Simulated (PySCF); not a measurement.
**Working out the ionisation energy of Ne**

Ne [Ne] (1S) → Ne⁺ [He] 2s2 2p5 (2P). Calculation: PySCF 2.14, in pcseg-2; no relativity, point nucleus. Frozen: 1s2. Energies in hartree (1 hartree = 27.21139 eV):

```csv
part,Ne (lower),Ne⁺ (upper)
UHF,-128.535123,-127.811007
CCSD correlation,-0.251899,-0.191272
(T),-0.004010,-0.002080
```

Question: What does Hartree-Fock give?

Answer: (-127.811007) − (-128.535123) = 0.724116 hartree = 19.704 eV.

Question: What do CCSD and CCSD(T) give?

Answer: The CCSD correlation energies differ by 0.060627 hartree = 1.650 eV and the triples by 0.001930 hartree = 0.053 eV, so CCSD gives 21.354 eV and CCSD(T) 21.407 eV.

Measured between the centres of the two terms (NIST): 21.597 eV, so CCSD(T) (valence) is off by -0.190 eV.

What remains against the reference includes basis incompleteness, the frozen core and higher excitations.
